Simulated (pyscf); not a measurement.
**Four-centre exchange: `[OH][BH][OH]` + `[ClH]` → `[OH][BH][OH]` + `[ClH]`**

Gas phase, singlet surface, charge 0. Bonds broken: O1–H4, Cl7–H8. Bonds formed: O1–H8, H4–Cl7. Structures and frequencies: ωB97X-D3(BJ)/def2-SVP in PySCF. MP2 and CC: frozen core, UHF for open shells. ΔMP2 is the change of the MP2 total energy from the triple- to the quadruple-zeta basis.

Transition state (Å):

```xyz
8

O     -1.2943     0.2717     0.0799
B      0.0614    -0.0029    -0.2508
O      0.9629    -0.2063     0.7126
H     -2.0609    -0.2116    -0.4825
H      0.3595    -0.0166    -1.4107
H      0.6453    -0.1896     1.6244
Cl    -3.1478    -1.4636     0.3851
H     -1.7613    -0.2623     0.8596
```

One imaginary mode, 1135i cm⁻¹; descent along it reached the two sides named, in the forms told below.

```json
[
 {"bond": "O1–H4", "change": "breaks", "reactant side (Å)": "0.963", "saddle": "1.067", "product side": "1.900"},
 {"bond": "Cl7–H8", "change": "breaks", "reactant side (Å)": "1.300", "saddle": "1.895", "product side": "3.8"},
 {"bond": "O1–H8", "change": "forms", "reactant side (Å)": "1.878", "saddle": "1.054", "product side": "0.964"},
 {"bond": "H4–Cl7", "change": "forms", "reactant side (Å)": "3.9", "saddle": "1.871", "product side": "1.295"}
]
```

Electronic energies relative to the separated reactants (kcal/mol):

```json
[
 {"level": "ωB97X-D3(BJ)/def2-TZVP", "barrier": "31.5", "reaction energy": "0.0", "reverse barrier": "31.5"},
 {"level": "PBE/def2-TZVP", "barrier": "26.2", "reaction energy": "0.0", "reverse barrier": "26.2"},
 {"level": "r²SCAN/def2-TZVP", "barrier": "27.6", "reaction energy": "0.0", "reverse barrier": "27.6"},
 {"level": "B3LYP-D3(BJ)/def2-TZVP", "barrier": "29.2", "reaction energy": "0.0", "reverse barrier": "29.2"},
 {"level": "PBE0-D3(BJ)/def2-TZVP", "barrier": "28.0", "reaction energy": "0.0", "reverse barrier": "28.0"},
 {"level": "M06-2X/def2-TZVP", "barrier": "30.1", "reaction energy": "0.0", "reverse barrier": "30.1"},
 {"level": "ωB97M-D3(BJ)/def2-TZVP", "barrier": "30.8", "reaction energy": "0.0", "reverse barrier": "30.8"},
 {"level": "HF/def2-TZVP", "barrier": "42.4", "reaction energy": "0.0", "reverse barrier": "42.4"},
 {"level": "MP2/def2-QZVPP", "barrier": "30.7", "reaction energy": "0.0", "reverse barrier": "30.7"},
 {"level": "CCSD/def2-TZVPP", "barrier": "35.8", "reaction energy": "0.0", "reverse barrier": "35.8"},
 {"level": "CCSD(T)/def2-TZVPP", "barrier": "33.9", "reaction energy": "0.0", "reverse barrier": "33.9"},
 {"level": "CCSD(T)/def2-TZVPP + ΔMP2(QZVPP)", "barrier": "32.6", "reaction energy": "0.0", "reverse barrier": "32.6"}
]
```

With CCSD(T)/def2-TZVPP + ΔMP2(QZVPP) energies and thermal terms (ideal gas, 1 atm, RRHO with modes under 100 cm⁻¹ raised to 100, one conformer, R ln 2 for chiral ones without a mode under 150 cm⁻¹), in kcal/mol:

```tsv
T (K)	ΔH‡	ΔG‡	ΔH	ΔG
298	32.1	41.3	0.0	0.0
600	31.8	50.9	0.0	0.0
900	31.9	60.4	0.0	0.0
1200	32.2	69.9	0.0	0.0
```

On the reactant side the descent ends in a complex, 5.9 kcal/mol under the separated species and 37.4 kcal/mol under the saddle at ωB97X-D3(BJ)/def2-TZVP. The same reactants have a lower exit, to H₂O + HO–BH–Cl (barrier +21.5 kcal/mol at ωB97M-D3(BJ), against +30.8 kcal/mol here). This is the saddle that the search found; another between the same sides may lie lower. The CCSD(T) − MP2 part came from Ansatz, without density fitting, on the same reference.
